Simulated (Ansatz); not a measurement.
Ansatz (a program for electronic structure) input (B3LYP-D3(BJ)/def2-TZVP):

Ansatz 0.2 input:
```yaml
crystal:
  periodic: [false, false, false]
  atoms:
    - {symbol: O, position_ang: [-0.00000000, -0.00000000, -0.60212663]}
    - {symbol: O, position_ang: [0.00000000, 0.00000000, 0.60212663]}
basis:
  gaussian:
    orbitals: def2-TZVP
hamiltonian:
  xc: b3lyp
  dispersion: d3bj
magnetization: {spin_polarized: true, initial_magnetization: 2}
phonons: {temperatures: {t_min: 298.15, t_max: 298.15, t_step: 100}}
```

Output:

```
Functional definition: B3LYP
integrals: 0.01 GiB planned
302 factors; their error is unknown
mean field: 0.13 GiB planned
mean field evaluation 1: about -4091.8227 eV, gradient 1.3e1 eV
mean field evaluation 2: about -4092.0952 eV, gradient 8.4e0 eV
mean field evaluation 4: about -4092.2995 eV, gradient 3.0e-1 eV
mean field evaluation 8: about -4092.3137 eV, gradient 7.3e-4 eV
mean field -4092.31370484 eV, -150.3897547828 hartree, gradient 2.6e-5 eV, S^2 2.008885; 0 other end points of the search recorded, 0 dependent functions left out
the calculation of the forces begins
reference -4092.31383601 eV, -150.3897596036 hartree; 9, 7 occupied and 53, 55 virtual orbitals, 302 factors
these checks for a lower state are left out or cut short: stability, starts, cluster_reference, orbital_swaps, neighbouring_geometries, increment
integrals: 0.01 GiB planned
302 factors; their error is unknown
mean field: 0.13 GiB planned
mean field evaluation 16: about -4092.3137 eV, gradient 1.4e-1 eV
mean field -4092.31370484 eV, -150.3897547830 hartree, gradient 8.2e-7 eV, S^2 2.008885; 0 other end points of the search recorded, 0 dependent functions left out
the calculation of the forces begins
reference -4092.31383602 eV, -150.3897596037 hartree; 9, 7 occupied and 53, 55 virtual orbitals, 302 factors
these checks for a lower state are left out or cut short: stability, starts, cluster_reference, orbital_swaps, neighbouring_geometries, increment
integrals: 0.01 GiB planned
302 factors; their error is unknown
mean field: 0.13 GiB planned
mean field -4092.31370484 eV, -150.3897547830 hartree, gradient 8.2e-7 eV, S^2 2.008885; 0 other end points of the search recorded, 0 dependent functions left out
the calculation of the forces begins
reference -4092.31383602 eV, -150.3897596037 hartree; 9, 7 occupied and 53, 55 virtual orbitals, 302 factors
these checks for a lower state are left out or cut short: stability, starts, cluster_reference, orbital_swaps, neighbouring_geometries, increment
integrals: 0.01 GiB planned
302 factors; their error is unknown
mean field: 0.13 GiB planned
mean field evaluation 32: about -4092.3137 eV, gradient 1.4e-1 eV
mean field -4092.31370484 eV, -150.3897547830 hartree, gradient 8.2e-7 eV, S^2 2.008885; 0 other end points of the search recorded, 0 dependent functions left out
the calculation of the forces begins
reference -4092.31383602 eV, -150.3897596037 hartree; 9, 7 occupied and 53, 55 virtual orbitals, 302 factors
these checks for a lower state are left out or cut short: stability, starts, cluster_reference, orbital_swaps, neighbouring_geometries, increment
integrals: 0.01 GiB planned
302 factors; their error is unknown
mean field: 0.13 GiB planned
mean field -4092.31370484 eV, -150.3897547830 hartree, gradient 8.2e-7 eV, S^2 2.008885; 0 other end points of the search recorded, 0 dependent functions left out
the calculation of the forces begins
reference -4092.31383602 eV, -150.3897596037 hartree; 9, 7 occupied and 53, 55 virtual orbitals, 302 factors
these checks for a lower state are left out or cut short: stability, starts, cluster_reference, orbital_swaps, neighbouring_geometries, increment
integrals: 0.01 GiB planned
302 factors; their error is unknown
mean field: 0.13 GiB planned
mean field -4092.31345315 eV, -150.3897455334 hartree, gradient 8.3e-7 eV, S^2 2.008850; 0 other end points of the search recorded, 0 dependent functions left out
the calculation of the forces begins
reference -4092.31358430 eV, -150.3897503533 hartree; 9, 7 occupied and 53, 55 virtual orbitals, 302 factors
these checks for a lower state are left out or cut short: stability, starts, cluster_reference, orbital_swaps, neighbouring_geometries, increment
integrals: 0.01 GiB planned
302 factors; their error is unknown
mean field: 0.13 GiB planned
mean field -4092.31346387 eV, -150.3897459275 hartree, gradient 1.3e-6 eV, S^2 2.008920; 0 other end points of the search recorded, 0 dependent functions left out
the calculation of the forces begins
reference -4092.31359507 eV, -150.3897507492 hartree; 9, 7 occupied and 53, 55 virtual orbitals, 302 factors
Total energy: -4092.32623138 eV, -150.3902151249 hartree
Atom 0 at    -0.000000    -0.000000    -0.602127 Å, force     0.000000    -0.000000    -0.001510 eV/Å
Atom 1 at     0.000000     0.000000     0.602127 Å, force    -0.000000     0.000000     0.001510 eV/Å
Dipole moment:     0.000000     0.000000    -0.000000 e Å
Vibrations: 1636.86 cm⁻¹, zero-point energy 0.101473 eV
```
